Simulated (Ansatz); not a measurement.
Results of PBEsol (plane waves, PAW; Ansatz, an electronic-structure program) for rock-salt MgS.

Run with plane-wave cutoff 520 eV, 12×12×12 k mesh, perturbation theory, scalar-relativistic PAW data made under PBE.

The cell has the measured lattice: a = b = c = 5.203 Å, α = β = γ = 90.00°.

Problem. Predict the zone-centre TO phonon frequency, static dielectric constant, electronic dielectric constant ε∞ and Born effective charge (magnitude).

Solution. 
zone-centre TO phonon frequency: 234 cm⁻¹
static dielectric constant: 15.5
electronic dielectric constant ε∞: 5.53
Born effective charge (magnitude): 2.32 e

Measured, for comparison: zone-centre TO phonon frequency 240 cm⁻¹ (temperature not stated, not corrected to a static lattice; as tabulated in Chmeruk and Núñez-Valdez (2023), arXiv:2212.11645). Computed (rounded) less measured: zone-centre TO phonon frequency -2 %.

Note: the cell isn't this level's own, so it is under some stress, which shifts stiffness and frequencies.
